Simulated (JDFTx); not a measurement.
Input for a modified build of JDFTx (ethylene, C2H4 (SMILES C=C), charge 0, multiplicity 1; bohr and hartree).

```
lattice \
  18.8972612463 0.0000000000 0.0000000000 \
  0.0000000000 17.9523981839 0.0000000000 \
  0.0000000000 0.0000000000 14.6453774658
coords-type Cartesian
ion C -1.2421466884 -0.0008168838 0.0022087925 0
ion C 1.2455800560 -0.0009153373 0.0015004307 0
ion H -2.3197866114 1.7283312694 -0.0022087925 0
ion H -2.3254607444 -1.7255445205 0.0005447760 0
ion H 2.3241411412 -1.7283312694 -0.0020193140 0
ion H 2.3254607444 1.7259733396 0.0007361231 0
ion-species pseudo/c_pbe_v1.2.upf
ion-species pseudo/h_pbe_v1.4.upf
elec-cutoff 15 75
elec-ex-corr gga-PBE
symmetries none
coulomb-interaction Isolated
coulomb-truncation-embed 0 0 0
elec-n-bands 6
electronic-minimize nIterations 150 energyDiffThreshold 1e-7
dump-name s0.$VAR
dump End State Ecomponents EigStats BandEigs Forces ElecDensity IonicPositions
```

The main set-up lines of the log and the final energy components:

```
unit cell volume = 4968.46
Chosen fftbox size, S = [  80  72  60  ]
unit cell volume = 4968.46
Chosen fftbox size, S = [  70  64  54  ]
  'C' pseudopotential, 'SLA  PW   PBE  PBE' functional
  4 valence electrons, 2 orbitals, 4 projectors, 721 radial grid points, with lMax = 1
  'H' pseudopotential, 'SLA  PW   PBX  PBC' functional
  1 valence electrons, 1 orbitals, 2 projectors, 615 radial grid points, with lMax = 0
Initialized 2 species with 6 total atoms.
Folded 1 k-points by 1x1x1 to 1 k-points.
nElectrons:  12.000000   nBands: 6   nStates: 1
average nbasis = 13803.000 , ideal nbasis = 13786.461
unit cell volume = 39747.7
Chosen fftbox size, S = [  160  144  120  ]
[...]
# Energy components:
   Eewald =       19.6783037194346591
       EH =       29.6782487759935378
     Eloc =      -68.1170945268478931
      Enl =        1.5150981312764773
      Exc =       -5.0200318363930139
 Exc_core =        0.0673533817797272
       KE =        8.4461359922722998
-------------------------------------
     Etot =      -13.7519863624842031


	eMin: -0.694807 at state 0 ( [ +0.000000 +0.000000 +0.000000 ] spin 0 )
	HOMO: -0.251086 at state 0 ( [ +0.000000 +0.000000 +0.000000 ] spin 0 )
```

The run took 11 electronic cycles; the highest occupied level lies at -6.83 eV from the vacuum level.
